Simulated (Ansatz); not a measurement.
input.yaml (Ansatz)

```yaml
crystal:
  lattice:
    - [0.0, 1.8769857237, 1.8769857237]
    - [1.8769857237, 0.0, 1.8769857237]
    - [1.8769857237, 1.8769857237, 0.0]
  atoms:
    - { symbol: Rh, position: [0.0, 0.0, 0.0], spin: 1.0, spin_axis: [0, 0, 1] }
hamiltonian:
  xc: lda
  pseudopotentials:
    kind: paw_fr
    azcp:
      Rh: "pseudopotentials/Rh.paw.azcp"
basis:
  ecutwfc: 420
  fft_grid_basis: typed
kpoints:
  mp_grid: { grid: [14, 14, 14], shift: [0, 0, 0] }
magnetization:
  noncollinear: true
  spin_orbit: true
scf:
  occupations: { method: fermi_dirac, width: 0.05 }
```

and its output:

```
Warning: the record states the generating functional pbe (its physics header spells it `PBE`), which answers neither for hamiltonian.xc's functional nor for the lda family's — results may be inconsistent (PPs are generated against a specific XC)
Engine: ansatz 0.2.0, aarch64-unknown-linux-gnu
Pseudopotentials: kind: paw_fr
Pseudopotential: Rh, paw_fr, valence charge 17, recommended cutoff 420 eV (normal) 
Functional definition: SPW92
  exchange = slater_x
  correlation = pw_c
Crystal: 1 atoms, lattice volume = 13.226 Å³
Basis set: ecut = 420 eV, 259 PW (Γ)
Bands: 26, of which v1, the nominal top of the filled ones, is band 17 counted from 1 (16 counted from 0)
Symmetry: 8 space group operations + 8 with time reversal
Magnetic group: BNS 139.537 (UNI 1197), of the structure as read, at distance tolerance 2.4e-5 Å
k-points: 244 of 2744 (time reversal used)
Projection manifold: j_resolved (fully-relativistic pseudo-atomic orbitals)
Non-local potential: Rh, projectors of the file, l = 0: 3, l = 1: 4, l = 2: 4, l = 3: 2
PAW form: soft (Blöchl's): semilocal exchange-correlation on the pseudo side does not see the compensation charge
PAW frozen core: Rh, regenerated for the run's functional, and the local potential with it (the file was generated under x = pbe(κ = 0.804, μ = 0.2195149727645171), c = pbe(β = 0.06672455060314922))
PAW one-centre angular grid: Rh, 590 points (default); XC on 64 Gauss nodes
Initial density: superposition of atomic densities (chi_scale 0.1, normalization cell)
Starting moments: Σ|m| = 1 μB on 1 of 1 site
Initial wavefunctions: pseudopotential atomic-orbital guess
Functional: x = slater, c = lda
SCF iter   1: F=—  HF=-6280.935558 eV  |F-HF|=—  |Δ(HF+E_count)|=         —  Δρ=1.28e-1  dr2=1.96e0  dr2_m=2.93e-1  ethr=3.10e-3  |M|=3.44e-1 ∫|m|=3.49e-1 μB  |m|>n=0.0e0 m-floor=0.0e0 τ_xc=0.0e0  β_m=0.30  ⟨swp⟩=6.2  Hψ=31226  notcnv=0  defer=67
SCF iter   2: F=—  HF=-6280.393331 eV  |F-HF|=—  |Δ(HF+E_count)|=   5.42e-1  Δρ=7.48e-2  dr2=1.55e-1  dr2_m=1.70e-1  ethr=3.10e-3  |M|=2.97e-1 ∫|m|=3.04e-1 μB  |m|>n=0.0e0 m-floor=0.0e0 τ_xc=5.4e-21  β_m=0.30  ⟨swp⟩=2.4  Hψ=12716  notcnv=0  defer=681
SCF iter   3: F=—  HF=-6280.369530 eV  |F-HF|=—  |Δ(HF+E_count)|=   2.38e-2  Δρ=6.05e-2  dr2=1.50e-2  dr2_m=1.11e-1  ethr=9.10e-4  |M|=2.38e-1 ∫|m|=2.46e-1 μB  |m|>n=0.0e0 m-floor=0.0e0 τ_xc=6.7e-21  β_m=0.30  ⟨swp⟩=2.2  Hψ=9503  notcnv=0  defer=683
SCF iter   4: F=—  HF=-6280.377796 eV  |F-HF|=—  |Δ(HF+E_count)|=   8.27e-3  Δρ=4.98e-2  dr2=2.45e-4  dr2_m=7.53e-2  ethr=8.84e-5  |M|=1.88e-1 ∫|m|=1.96e-1 μB  |m|>n=0.0e0 m-floor=0.0e0 τ_xc=6.7e-21  β_m=0.30  ⟨swp⟩=2.4  Hψ=11692  notcnv=0  defer=682
SCF iter   5: F=—  HF=-6280.387550 eV  |F-HF|=—  |Δ(HF+E_count)|=   9.75e-3  Δρ=4.07e-2  dr2=1.46e-5  dr2_m=5.01e-2  ethr=1.44e-6  |M|=1.50e-1 ∫|m|=1.58e-1 μB  |m|>n=0.0e0 m-floor=0.0e0 τ_xc=5.7e-21  β_m=0.30  ⟨swp⟩=2.0  Hψ=9876  notcnv=0  defer=682
SCF iter   6: F=—  HF=-6280.394112 eV  |F-HF|=—  |Δ(HF+E_count)|=   6.56e-3  Δρ=3.28e-2  dr2=4.02e-7  dr2_m=3.27e-2  ethr=8.56e-8  |M|=1.22e-1 ∫|m|=1.29e-1 μB  |m|>n=0.0e0 m-floor=0.0e0 τ_xc=4.5e-21  β_m=0.30  ⟨swp⟩=2.0  Hψ=10613  notcnv=0  defer=677
SCF iter   7: F=—  HF=-6280.398403 eV  |F-HF|=—  |Δ(HF+E_count)|=   4.29e-3  Δρ=2.64e-2  dr2=2.96e-7  dr2_m=2.11e-2  ethr=5.88e-10  |M|=1.01e-1 ∫|m|=1.07e-1 μB  |m|>n=0.0e0 m-floor=0.0e0 τ_xc=3.6e-21  β_m=0.30  ⟨swp⟩=4.0  Hψ=17555  notcnv=0
Mixer restart at iter 7: flushing history
spin-set hold released at iteration 7 (site moments contracting): the magnetisation degrees of freedom join the quasi-Newton model from the next iteration; the mixer history was flushed
SCF iter   8: F=—  HF=-6280.401190 eV  |F-HF|=—  |Δ(HF+E_count)|=   2.79e-3  Δρ=2.12e-2  dr2=6.28e-7  dr2_m=1.36e-2  ethr=1.74e-9  |M|=8.39e-2 ∫|m|=8.93e-2 μB  |m|>n=0.0e0 m-floor=0.0e0 τ_xc=2.8e-21  β_m=0.53  ⟨swp⟩=3.0  Hψ=12143  notcnv=0  defer=675
SCF iter   9: F=—  HF=-6280.406315 eV  |F-HF|=—  |Δ(HF+E_count)|=   5.12e-3  Δρ=4.78e-3  dr2=6.07e-8  dr2_m=6.91e-4  ethr=5.88e-10  |M|=2.17e-2 ∫|m|=2.37e-2 μB  |m|>n=0.0e0 m-floor=0.0e0 τ_xc=3.2e-22  β_m=0.82  ⟨swp⟩=1.0  Hψ=22992  notcnv=0
SCF iter  10: F=—  HF=-6280.406639 eV  |F-HF|=—  |Δ(HF+E_count)|=   3.24e-4  Δρ=4.71e-4  dr2=7.65e-8  dr2_m=6.74e-6  ethr=3.57e-10  |M|=2.14e-3 ∫|m|=2.62e-3 μB  |m|>n=0.0e0 m-floor=0.0e0 τ_xc=9.1e-24  β_m=0.91  ⟨swp⟩=4.0  Hψ=17788  notcnv=0
SCF iter  11: F=—  HF=-6280.406644 eV  |F-HF|=—  |Δ(HF+E_count)|=   4.70e-6  Δρ=5.80e-5  dr2=1.13e-7  dr2_m=1.02e-7  ethr=3.57e-10  |M|=2.76e-4 ∫|m|=2.83e-4 μB  |m|>n=0.0e0 m-floor=0.0e0 τ_xc=4.0e-26  β_m=0.78  ⟨swp⟩=3.0  Hψ=15677  notcnv=0
SCF iter  12: F=—  HF=-6280.406644 eV  |F-HF|=—  |Δ(HF+E_count)|=   2.32e-8  Δρ=1.93e-5  dr2=4.03e-8  dr2_m=1.00e-8  ethr=3.57e-10  |M|=8.77e-5 ∫|m|=8.82e-5 μB  |m|>n=0.0e0 m-floor=0.0e0 τ_xc=9.2e-27  β_m=0.61  ⟨swp⟩=1.0  Hψ=18449  notcnv=0
SCF iter  13: F=—  HF=-6280.406644 eV  |F-HF|=—  |Δ(HF+E_count)|=   7.51e-9  Δρ=4.83e-6  dr2=1.99e-10  dr2_m=7.11e-10  ethr=2.37e-10  |M|=2.11e-5 ∫|m|=2.11e-5 μB  |m|>n=0.0e0 m-floor=0.0e0 τ_xc=2.2e-27  β_m=0.81  ⟨swp⟩=2.0  Hψ=11492  notcnv=0
SCF iter  14: F=-6280.406644 eV  HF=-6280.406644 eV  |F-HF|=1.82e-12  |Δ(HF+E_count)|=  5.57e-10  Δρ=4.79e-7  dr2=1.45e-12  dr2_m=7.01e-12  ethr=1.17e-12  |M|=8.06e-8 ∫|m|=7.08e-7 μB  |m|>n=0.0e0 m-floor=0.0e0 τ_xc=5.0e-31  ⟨swp⟩=2.0  Hψ=11517  notcnv=0
WARN: the starting moments were not kept: the SCF closed with an absolute magnetisation of 7.0e-7 μB, where they sum to 1 μB in size (1 site). That is at most 0.1 of that sum. Measured as dr2_m measures the in/out step, that magnetisation stands 2.6e-13 eV from none, at or under the dr2_threshold of 1.0e-7 eV: it is no larger than a step whose dr2_m would equal this threshold. The system may hold no moment; this SCF shows only that its start led to no more than that. To try another start: raise the starting moments (crystal.atoms[].spin, magnetization.per_species, magnetization.initial_magnetization, or on a non-collinear deck that types none of these the spinor_matrix: blocks that start its atoms; where the total moment is fixed, keep their sum and leave initial_magnetization as it is; typed ones take the place of any that the run laid by itself, positive ones on a crystal's lanthanoids without a Hubbard term where scf.initial_density.shell_occupations: [] is typed) or, if the notice of its spin-set hold's release reads "site moments contracting" or "site moments show no strong build", lengthen the hold (scf.mixing.spin_hold: { on: { confirm: 4 } }; for m-r²SCAN on two components see the key's manual first). Each may lead to a state that holds a moment. A second SCF, from the converged charge density, with the starting moments and any scf.initial_density.shell_occupations laid on it anew, would have followed, and was not run: the deck does not ask for one (magnetization.retry_lost_moments is false, the default). To let it run, set magnetization.retry_lost_moments: true and run the deck again, where that key's refused combinations let it; where memory then withholds it, that run's warning says so.
SCF 1 converged in 14 iterations: F = -6280.406644 eV  dr2 = 1.45e-12
SCF converged after 14 iterations
Magnetization: |M| = 0.0000 μB,  M = (+0.0000, -0.0000, -0.0000) μB
Absolute magnetization: 0.0000 μB (∫|m|, with the PAW one-centre terms)
  site 0: m = (-0.0000, -0.0000, +0.0000) μB, |m| = 0.0000 μB  (R = 1.09 Å)
Free energy (F): -6280.406644 eV
Harris-Foulkes:  -6280.406644 eV  (|F-HF|=1.82e-12)
Internal energy: -6280.397210 eV  (E = F + TS)
E sigma→0 (E₀):  -6280.401927 eV
Entropy (-TS):   -0.009433 eV (-9.433 meV/atom)
Fermi energy:    23.193042 eV
--- Per-component energies (eV) ---
  E_band       = -73.614837
  E_kinetic    = 574.757549
  E_local      = -1520.006213  (includes V_loc(G=0)·N_el)
  E_nonlocal   = 359.312474
  E_hartree    = 532.500142
  E_xc         = -221.234540
  E_vxc        = -278.974816  (∫ρ·V_xc dr)
  E_paw        = -3465.058652  (= ΣΔE_a)
  E_vpaw       = -273.704829  (= ΣTr[D̂ρ^β])
  E_aug_tail   = 0.000717  (compensation charges beyond the density's cutoff)
  E_ewald      = -2541.294270
  E_core_change = 0.625583  (= ΣΔE_core)
  E_smearing   = -0.009433  (= −TS)
  E_closure    = 0.000000  (closes the sum)
  Σ components = -6280.406644   (vs F -6280.406644, Δ=0.00e0)
```
